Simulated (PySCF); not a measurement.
Method: PBE0-D3(BJ)/def2-TZVP in PySCF. Gas-phase values, no solvent. 

Reference species (SMILES): `[NH2]` (neutral, multiplicity 2).

| Property | Value |
|---|---|
| highest occupied spin orbital | -8.67 eV |

Changed species: `[F]` (radical fragment; the reference has radical fragment).

Task: Give the shifts of the highest occupied spin orbital.

Result: the highest occupied spin orbital drops by 3.79 eV, to -12.46 eV.
